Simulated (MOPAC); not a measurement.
MOPAC input (PM3):

```
PM3 FORCE THERMO(298,298) PRECISE LET GEO-OK AUX(PRECISION=9) THREADS=1
AlF3

Al    0.00000213 1    0.00000167 1   -0.00000002 1
F    -0.00034110 1    1.64401918 1    0.02550673 1
F     1.42373049 1   -0.82120797 1   -0.04536799 1
F    -1.42339194 1   -0.82281320 1    0.01986129 1
```

Output:

```
 *******************************************************************************
 **                                                                           **
 **                              MOPAC v23.2.5                                **
 **                                                                           **
 *******************************************************************************
 ** MOPAC's Digital Object Identifier: https://doi.org/10.5281/zenodo.6511958 **
 **                                                                           **
 ** Please cite the open-source release paper for use of this MOPAC version:  **
 ** J. E. Moussa and J. J. P. Stewart (2026)                                  **
 ** MOPAC: An open-source semiempirical molecular orbital program             **
 ** J. Open Source Softw., 11(119), 8025, https://doi.org/10.21105/joss.08025 **
 *******************************************************************************

                              PM3 CALCULATION RESULTS

 *******************************************************************************
 *  PM3        - The PM3 Hamiltonian to be used
 *  GEO-OK     - OVERRIDE INTERATOMIC DISTANCE AND OTHER SAFETY CHECKS
 *  LET        - OVERRIDE SOME SAFETY CHECKS
 *  PRECISE    - TIGHTER CRITERIA TO BE USED
 *  FORCE      - FORCE CALCULATION SPECIFIED
 *  AUX        - OUTPUT AUXILIARY INFORMATION
 *  THERMO     - THERMODYNAMIC QUANTITIES TO BE CALCULATED
 *******************************************************************************
PM3 FORCE THERMO(298,298) PRECISE LET GEO-OK AUX(PRECISION=9) THREADS=1
 AlF3

   ATOM   CHEMICAL          X               Y               Z
  NUMBER   SYMBOL      (ANGSTROMS)     (ANGSTROMS)     (ANGSTROMS)

     1      Al          0.00000213  *   0.00000167  *  -0.00000002  *
     2       F         -0.00034110  *   1.64401918  *   0.02550673  *
     3       F          1.42373049  *  -0.82120797  *  -0.04536799  *
     4       F         -1.42339194  *  -0.82281320  *   0.01986129  *

          CARTESIAN COORDINATES

    NO.       ATOM           X           Y           Z

     1        Al          0.0000      0.0000     -0.0000
     2         F         -0.0003      1.6440      0.0255
     3         F          1.4237     -0.8212     -0.0454
     4         F         -1.4234     -0.8228      0.0199

  F: (PM3): J. J. P. STEWART, J. COMP. CHEM. 10, 209 (1989).
 Al: (PM3): J. J. P. STEWART, J. COMP. CHEM. 10, 209 (1989).

           Empirical Formula: Al F3  =     4 atoms

      MOLECULAR POINT GROUP   :   D3h

      RHF CALCULATION, NO. OF DOUBLY OCCUPIED LEVELS = 12

          HEAT OF FORMATION =    -291.495162 KCALS/MOLE

          CARTESIAN COORDINATE DERIVATIVES

   NUMBER  ATOM         X            Y            Z

     1      Al      0.003710     0.005575    -0.000000
     2       F     -0.002482    -0.000001     0.000000
     3       F      0.000995    -0.001784     0.000000
     4       F     -0.002223    -0.003790     0.000000

 DIPOLE           X         Y         Z       TOTAL
 POINT-CHG.     0.000     0.000     0.000     0.000
 HYBRID        -0.000    -0.000    -0.000     0.000
 SUM            0.000     0.000     0.000     0.000

          GRADIENT NORM =   0.00863

          MOLECULAR WEIGHT =   83.98

          ROTATIONAL CONSTANTS IN CM(-1)

          A =    0.21881142   B =    0.21881078   C =    0.10940555

           PRINCIPAL MOMENTS OF INERTIA IN UNITS OF 10**(-40)*GRAM-CM**2

          A =      127.9309   B =      127.9313   C =      255.8623

          ORIENTATION OF MOLECULE IN FORCE CALCULATION

    NO.       ATOM         X         Y         Z

     1         Al       0.0000    0.0000    0.0000
     2          F       1.6442    0.0000    0.0000
     3          F      -0.8221    1.4239    0.0000
     4          F      -0.8221   -1.4239   -0.0000

    FIRST DERIVATIVES WILL BE USED IN THE CALCULATION OF SECOND DERIVATIVES

    FOR POINT-GROUP D3h  THERE ARE  12 UNIQUE SYMMETRY FUNCTIONS.


(To convert to Hartree/Bohr^2, multiply by (10^(-21) x N x a0^2)/(4.184 x 627.51) =  0.0642)

           FORCE MATRIX IN MILLIDYNES/ANGSTROM

                 Al  1       F  2       F  3       F  4
 ------------------------------------------------------
    Al    1  13.500737
     F    2   6.185501   6.573439
     F    3   6.185426   0.293432   6.573439
     F    4   6.185264   0.293427   0.293432   6.573439

          HEAT OF FORMATION =    -291.495162 KCALS/MOLE

          ZERO POINT ENERGY       5.044 KCAL/MOL

           NORMAL COORDINATE ANALYSIS (Total motion = 1 Angstrom)

   Root No.       1         2         3         4         5         6

                 1 A2"     1 E'      1 E'      1 A1'     2 E'      2 E'

                 169.3     209.9     209.9     793.9    1072.7    1072.7

           1   -0.0000   -0.0596   -0.1692   -0.0000    0.3447    0.0614
           2   -0.0000   -0.1697    0.0595   -0.0000   -0.0595    0.3557
           3    0.4132   -0.0000   -0.0000   -0.0000    0.0000    0.0000
           4    0.0000   -0.0603   -0.1711    0.3333   -0.3251   -0.0579
           5    0.0000    0.3322   -0.1164    0.0000    0.0002   -0.0013
           6   -0.1956    0.0000   -0.0000    0.0000    0.0000   -0.0000
           7    0.0000    0.2906    0.1293   -0.1667   -0.1064    0.1301
           8    0.0000    0.0310    0.2335    0.2887    0.1824   -0.2270
           9   -0.1956    0.0000    0.0000    0.0000   -0.0000   -0.0000
          10    0.0000   -0.1457    0.2822   -0.1667   -0.0580   -0.1594
          11    0.0000   -0.1223   -0.2016   -0.2887   -0.0981   -0.2769
          12   -0.1956   -0.0000   -0.0000   -0.0000   -0.0000   -0.0000

           MASS-WEIGHTED COORDINATE ANALYSIS (NORMAL COORDINATES)

   Root No.       1         2         3         4         5         6

                 1 A2"     1 E'      1 E'      1 A1'     2 E'      2 E'

                 169.3     209.9     209.9     793.9    1072.7    1072.7

           1   -0.0000   -0.1341   -0.3810   -0.0000    0.7080    0.1197
           2   -0.0000   -0.3810    0.1341   -0.0000   -0.1197    0.7080
           3    0.8238   -0.0000   -0.0000   -0.0000    0.0000    0.0000
           4    0.0000   -0.1138   -0.3233    0.5774   -0.5603   -0.0948
           5    0.0000    0.6260   -0.2204    0.0000    0.0004   -0.0021
           6   -0.3273    0.0000   -0.0000    0.0000    0.0000   -0.0000
           7    0.0000    0.5479    0.2440   -0.2887   -0.1826    0.2178
           8    0.0000    0.0587    0.4413    0.5000    0.3129   -0.3799
           9   -0.3273    0.0000    0.0000    0.0000   -0.0000   -0.0000
          10    0.0000   -0.2742    0.5334   -0.2887   -0.1008   -0.2657
          11    0.0000   -0.2307   -0.3808   -0.5000   -0.1706   -0.4617
          12   -0.3273   -0.0000   -0.0000   -0.0000   -0.0000   -0.0000

          DESCRIPTION OF VIBRATIONS

 VIBRATION          1    1A2"        ATOM PAIR     ENERGY CONTRIBUTION    RADIAL
 FREQUENCY           169.29         Al1 -- F 2         +33.3% ( 78.6%)      0.0%
 TRANSITION DIPOLE   3.7036         Al1 -- F 3         +33.3% ( 78.6%)      0.0%
 TRAVEL (Ang.)       0.1745         Al1 -- F 4         +33.3% ( 78.6%)      0.0%
 REDUCED MASS       13.0824
 EFFECTIVE MASS     24.2643
 FORCE CONSTANT      0.2209

 VIBRATION          3    1E'         ATOM PAIR     ENERGY CONTRIBUTION    RADIAL
 FREQUENCY           209.91         Al1 -- F 4         +48.7% (158.9%)      0.0%
 TRANSITION DIPOLE   1.5150         Al1 -- F 3         +30.8% (126.4%)      0.4%
 TRAVEL (Ang.)       0.2334         Al1 -- F 2         +20.5% (103.2%)      2.6%
 REDUCED MASS        5.8962
 EFFECTIVE MASS     21.7395
 FORCE CONSTANT      0.1531

 VIBRATION          4    1A1'        ATOM PAIR     ENERGY CONTRIBUTION    RADIAL
 FREQUENCY           793.95         Al1 -- F 2         +33.3% ( 55.7%)    100.0%
 TRANSITION DIPOLE   0.0000         Al1 -- F 3         +33.3% ( 55.7%)    100.0%
 TRAVEL (Ang.)       0.1158         Al1 -- F 4         +33.3% ( 55.7%)    100.0%
 REDUCED MASS        6.3328
 EFFECTIVE MASS     18.9984
 FORCE CONSTANT      2.3520

 VIBRATION          6    2E'         ATOM PAIR     ENERGY CONTRIBUTION    RADIAL
 FREQUENCY          1072.69         Al1 -- F 4         +45.4% ( 83.8%)     95.8%
 TRANSITION DIPOLE   4.9934         Al1 -- F 3         +36.3% ( 75.0%)     82.3%
 TRAVEL (Ang.)       0.0818         Al1 -- F 2         +18.3% ( 53.2%)      8.4%
 REDUCED MASS        9.4008
 EFFECTIVE MASS     22.9419
 FORCE CONSTANT      6.3732

      SYMMETRY NUMBER FOR POINT-GROUP D3h =  6

          SYSTEM IS A GROUND STATE

 AlF3

          MOLECULE IS NOT LINEAR

          THERE ARE  6 GENUINE VIBRATIONS IN THIS SYSTEM
          THIS THERMODYNAMICS CALCULATION IS LIMITED TO
          MOLECULES WHICH HAVE NO INTERNAL ROTATIONS

                    CALCULATED THERMODYNAMIC PROPERTIES
                                          *
   TEMP. (K)   PARTITION FUNCTION   H.O.F.    ENTHALPY  HEAT CAPACITY ENTROPY
                                   KCAL/MOL   CAL/MOLE    CAL/K/MOL  CAL/K/MOL

 298.00  VIB.     0.4562D+01                  1151.6339     6.7987     6.8805
         ROT.     0.1217D+05                   888.2803     2.9808    21.6733
         INT.     0.5550D+05                  2039.9142     9.7795    28.5539
         TRA.     0.7440D+27                  1480.4672     4.9680    39.1952
         TOT.                     -291.495    3520.3814    14.7475    67.7491

   *: NOTE: HEATS OF FORMATION ARE RELATIVE TO THE
            ELEMENTS IN THEIR STANDARD STATE AT 298K
              (=  Standard Enthalpy of Formation).

            Hvib:  Zero-point energy is not included.
                   frequencies of less than zero cm-1 are not included.
            Hrot = (3/2)RT
            Htra = (3/2)RT + pV = (5/2)RT

            Heat capacity is Cp, not Cv

          For more information, see: HTTP://OpenMOPAC.net/Manual/thermochemistry.html

           FORCE CONSTANT IN CARTESIAN COORDINATES (Millidynes/A)

    ATOM   CHEMICAL       X               Y               Z
   NUMBER   SYMBOL  FORCE CONSTANT  FORCE CONSTANT  FORCE CONSTANT

      1      Al        9.544707        9.544707        0.309225
      2       F        6.569644        0.216952        0.034429
      3       F        1.805131        4.981464        0.034429
      4       F        1.805118        4.981477        0.034429

 **********************
 *                    *
 * JOB ENDED NORMALLY *
 *                    *
 **********************

 == MOPAC DONE ==
```
